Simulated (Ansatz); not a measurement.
# How far each method lies from full CI for C2H4S, singlet

Geometry: MP2(full)/6-31G*, from the G2/97 set.

```xyz
7

C     0.0000   -0.7397   -0.8641
S     0.0000    0.0000    0.7917
C     0.0000    0.7397   -0.8641
H    -0.9139   -1.2501   -1.1486
H     0.9139   -1.2501   -1.1486
H     0.9139    1.2501   -1.1486
H    -0.9139    1.2501   -1.1486
```

Basis STO-3G; Ansatz 0.2.0. Only valence electrons are correlated (noble-gas cores frozen), which leaves 18 electrons in 16 orbitals. Prefix R: restricted or restricted open-shell reference. Active spaces: frontier = (8e, 8o) about the gap.

Full CI is exact within this basis and frozen core; it isn't the basis-set limit.

```
UHF ⟨S²⟩                          : 0.000
T1 diagnostic (RCCSD)             : 0.0048
largest doubles amplitude (RCCSD) : 0.112
```

Question: From what is known of these methods and the diagnostics, rank them by the size of their error in total energy against full CI in STO-3G, smallest first (an estimate: the text doesn't fix the numbers).
A. NEVPT2 (frontier space)
B. MRCISD (frontier space)
C. RCCSDTQ
D. RHF
E. RCCSD

Answer: C (0.0 kJ/mol), E (6.1 kJ/mol), B (7.7 kJ/mol), A (58.9 kJ/mol), D (471.0 kJ/mol).

All errors are against full CI in STO-3G. Within each family the higher level lies nearer, as is usual though not guaranteed.

The full-CI state has the irrep A1 of C2v, in the program's axes.

Natural occupations of full CI about the gap: 1.978 1.975 1.972 1.950 1.943 0.071 0.039 0.027 0.024 0.023; effectively unpaired electrons, Σ n²(2−n)², 0.07.

Atomization energy (electronic, same basis, no zero-point term; atoms at the same level, unrestricted beside the R rows where the molecule is a closed shell, with restricted open-shell steps beyond CCSDT(Q)) at full CI: 2676.6 kJ/mol. Errors of other levels:

| level | error (kJ/mol) |
| --- | --- |
| RHF | -364.8 |
| RMP2 | -53.1 |
| CISD | -40.4 |
| RCCSD | -6.2 |
| RCCSD(T) | -2.0 |
| BCCD(T) | -2.0 |
| RCCSDT | -1.1 |
| CISDTQ | -1.9 |
| RCCSDT(Q) | -0.2 |
| RCCSDTQ | 0.0 |

This basis is far from its limit, so the value isn't to be set against a measured one. Truncated CI isn't size-consistent, which counts against it in atomization.
